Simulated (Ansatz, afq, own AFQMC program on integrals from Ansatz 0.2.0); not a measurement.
**AlH3⁺, doublet in cc-pVDZ, levels against full CI**

```yaml
atoms:
  - { symbol: Al, position_ang: [0.0000, 0.0477, -0.0863] }
  - { symbol: H, position_ang: [0.0000, 0.2168, -1.6375] }
  - { symbol: H, position_ang: [0.0000, 0.4967, 4.0333] }
  - { symbol: H, position_ang: [0.0000, -1.9914, -0.0863] }
```

Basis cc-pVDZ. Only valence electrons are correlated. Integrals, coupled cluster, full CI and functionals: Ansatz 0.2.0; the random walks run on the same integrals in our own AFQMC program. The CISD trial takes its coefficients from CCSD amplitudes. Released means that phaseless walkers are propagated on without the constraint, phases kept. ± is one standard error of the sampling.

Determinant: UHF, the one that the program's search chose, which needn't be the lowest solution. The geometry is a point of a scan.

Full CI on the same integrals is exact in this basis and with this determinant's frozen core.

Cautions: strong correlation (T1 0.144, weight of the determinant 0.69, largest double 0.18); unrestricted determinant spin contaminated (⟨S²⟩ 1.51 against 0.75).

* T1 diagnostic: 0.1441
* weight of the determinant in the CISD state: 0.688
* ⟨S²⟩ of the determinant: 1.506
* size of the correlated space: 5 electrons in 28 orbitals

```
  level  correlation energy (eV)
    MP2                  -0.9545
   CCSD                  -1.7264
CCSD(T)                  -1.7829
```

Problem. Estimate where full CI lies against CCSD(T) on the same integrals.

Solution. 4.7 kJ/mol below CCSD(T).

Reference: full CI, correlation energy -1.832 eV. The released energy is read at 2.40 1/Eh (meV from the phaseless value at times in 1/Eh: -3.9 ± 1.9 at 0.24, -6.7 ± 2.0 at 0.51, -8.4 ± 1.5 at 0.99, -10.2 ± 2.0 at 1.62, -12.3 ± 2.0 at 2.40). The cautions show a poor starting determinant, so the rows tell how each method copes with it here, and full CI is the sure value.

```csv
level,E − E(reference) (kJ/mol),share of correlation (%)
CCSD(T),4.7,97.31
CCSDT,0.3,99.84
CCSDT(Q),-0.1,100.08
CCSDTQ,0.0,100.00
ph-AFQMC/HF,2.7 ± 1.2,98.49
ph-AFQMC/CISD,1.2 ± 0.2,99.31
released AFQMC,0.0 ± 0.2,99.98
```

CCSDT and higher add their correlation energy to the determinant of the CCSD(T) run, since their own runs factorise the integrals more tightly (a shift of under 2 meV). A walk keeps the symmetry of its determinant, which the program's search chose and which needn't be the lowest solution, so a lower state of the same spin and another symmetry isn't excluded. Released energies are given only where the last usable release times agree within the noise; a slower fall can still hide under it.
